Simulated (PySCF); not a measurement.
# BH2F: geometry, NMR shifts, electronic excitations, spin-spin couplings and core binding energies

What NMR shifts, electronic excitations, spin-spin couplings and core binding energies should BH2F (`[H]B([H])F`) show?

The runs use PySCF 2.14.0, with density-fitted response routines of our own; the level of theory stands in each step. All values are computed, except where a source is named. Atoms are numbered from 0 throughout.

### Step 1. The molecule as given

4 atoms, charge 0, multiplicity 1; geometry from: GFN2-xTB.

Bonds of the start (Å): B0–H1 1.17, B0–H2 1.17, B0–F3 1.31.

### Step 2. Relaxing the molecule at PBE0-D3(BJ)/def2-SVP

Job settings and geometry (Å):

```
{"job": {"xc": "PBE0", "basis": "def2-SVP", "d3": "d3bj", "grid": 1, "maxiter": 40, "kind": "geom"}, "charge": 0, "multiplicity": 1}
B      0.029990     0.049200     0.000600
H      1.198420    -0.033970     0.015630
H     -0.578270     1.050180    -0.019450
F     -0.650140    -1.065400     0.003230
```

**Question.** This job is followed by: GIAO PBE0/pcSseg-1 NMR shielding, non-relativistic, gas phase; TDDFT CAM-B3LYP/def2-SVPD, vertical, gas phase, core orbitals frozen in the response; B3LYP/pcJ-1 indirect spin-spin coupling, non-relativistic, gas phase; GIAO wB97X-D/pcSseg-1 NMR shielding, non-relativistic, gas phase; delta-SCF UKS SCAN, pcX-2 on the ionised atom (unc-x2c-TZVPall on a metal), pcseg-1 elsewhere, spin-free X2C. What will the session give for the following? point group; rotational constants (main isotopes); 1H shifts against TMS (PBE0/pcSseg-1, means over atoms taken as alike); 11B shifts against BF3·OEt2 (PBE0/pcSseg-1); 19F shifts against CFCl3 (PBE0/pcSseg-1); lowest singlet (CAM-B3LYP/def2-SVPD); brightest single state of those computed; lowest triplet; largest coupling of the table (B3LYP/pcJ-1); B1s binding energies, SCAN/pcX-2; F1s binding energies, SCAN/pcX-2; range of the shift of F3.

**Answer**, as computed:

| quantity | value |
| --- | --- |
| point group | C2v |
| rotational constants (main isotopes) | 219.42, 32.03, 27.95 GHz |
| 1H shifts against TMS (PBE0/pcSseg-1, means over atoms taken as alike) | 5.48 ppm |
| 11B shifts against BF3·OEt2 (PBE0/pcSseg-1) | 55.6 ppm |
| 19F shifts against CFCl3 (PBE0/pcSseg-1) | 26.3 ppm |
| lowest singlet (CAM-B3LYP/def2-SVPD) | 6.02 eV (206 nm), f = 0.000 |
| brightest single state of those computed | state 7, 11.21 eV, f = 0.289 |
| lowest triplet | 5.37 eV |
| largest coupling of the table (B3LYP/pcJ-1) | 1J(B,F) B0–F3, -202.4 Hz |
| B1s binding energies, SCAN/pcX-2 | B0 198.99 eV |
| F1s binding energies, SCAN/pcX-2 | F3 693.86 eV |
| range of the shift of F3 | 18.4 to 26.3 ppm |

In words: The optimisation took 5 steps and gained 0.040 eV; among the close pairs (by a distance rule), B0–H1 changed most, from 1.171 to 1.210 Å. At PBE0/pcSseg-1: Shielding is most anisotropic at F3 (span 595 ppm, paramagnetic term -317 ppm). The lowest singlet, at 6.02 eV, is HOMO→LUMO 0.99 and is dark; of the 10 states computed, the strongest absorption comes from state 7 at 11.21 eV. The lowest triplet lies 0.65 eV below the lowest singlet (triplets in Tamm-Dancoff, singlets in full TDDFT). States above −ε(HOMO) lie where TDDFT describes them poorly and they hang on the basis; the brightest is among them. Of the pairs tabulated at B3LYP/pcJ-1, B0–F3 couples most strongly (-202.4 Hz; Fermi contact -118.6 Hz). Across the 2 runs the shift of F3 moves most, between 18.4 (wB97X-D/pcSseg-1) and 26.3 ppm (PBE0/pcSseg-1).
